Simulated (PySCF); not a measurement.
A database entry of computed molecular properties. Lists by class give the value and the number of equivalent atoms.

```json
{
 "formula": "H4NP",
 "smiles": "N=[PH3]",
 "inchi": "InChI=1S/H4NP/c1-2/h1H,2H3",
 "charge": 0,
 "multiplicity": 1,
 "geometry_level": "GFN2-xTB",
 "atoms_angstrom": [
  ["N", 1.1, 0.647, -0.116],
  ["P", -0.284, -0.018, 0.014],
  ["H", 1.885, 0.014, -0.11],
  ["H", -0.796, -0.894, -0.951],
  ["H", -1.225, 0.985, -0.011],
  ["H", -0.677, -0.731, 1.153]
 ],
 "electronic_structure_code": "PySCF",
 "results": {
  "GFN2-xTB geometry": {
   "point_group": "Cs",
   "rotational_constants_GHz": [95.313, 16.157, 15.753]
  },
  "PBE0/pcSseg-1 ground state and GIAO shieldings, non-relativistic": {
   "dipole_D": 3.0,
   "homo_eV": -6.65,
   "lumo_eV": 0.79,
   "shift_vs_computed_TMS_H_by_class_ppm": [
    [6.96, 3],
    [-1.58, 1]
   ],
   "shielding_other_nuclei_by_class_ppm": [
    ["N", 277.4, 1],
    ["P", 427.7, 1]
   ],
   "charges_hirshfeld_e_by_atom": [-0.42, 0.34, 0.09, -0.01, 0.01, -0.01]
  }
 }
}
```

The rotational constants make it an asymmetric top with κ = (2B − A − C)/(A − C) = -0.99, nearer the prolate limit (−1). The dipole matches unit charges of opposite sign 0.62 Å apart (1 e·Å = 4.8032 D).

Isolated species at its GFN2-xTB geometry, gas phase. NMR classes are plain means over equivalent atoms (diastereotopic ones count apart unless rotation or inversion swaps them), as if these changed places fast; in this geometry the members of some classes differ.

For the NMR shielding job (PBE0/pcSseg-1), time: 2.0 s wall. Hardware: one thread, x86-64 server, shared host.
